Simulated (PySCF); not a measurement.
## Neon: a sound run and one with changed settings

Sound run: Ne [Ne], Ne⁺ [He] 2s2 2p5. Calculation: PySCF 2.14, in def2-SVP; the non-relativistic Hamiltonian (point nucleus). In the sound run the correlated levels freeze 1s2. The sound run starts from symmetry-adapted Hartree-Fock orbitals and uses a fine grid where one is needed.

A second run was set up differently.

| species | method | sound run (hartree) | changed run (hartree) | converged |
| --- | --- | --- | --- | --- |
| Ne | MP2 | -128.55998 | -128.51664 | yes |
| Ne | CCSD(T) | -128.56476 | -128.52092 | yes |
| Ne⁺ | MP2 | -127.77835 | -127.73324 | yes |
| Ne⁺ | CCSD(T) | -127.79004 | -127.74016 | yes |

Ionisation energy of Ne:

| method | sound run (eV) | changed run (eV) |
| --- | --- | --- |
| UHF | 19.813 | 19.813 |
| MP2 | 21.269 | 21.318 |
| SCS-MP2 | 21.142 | 21.234 |
| CCSD | 21.082 | 21.241 |
| CCSD(T) | 21.081 | 21.246 |

Q: What was changed?
A. level shift left on
B. a valence shell is frozen
C. minimal basis
D. too few SCF iterations

A: B. Freezing a valence shell removes pair correlation that changes on ionisation.
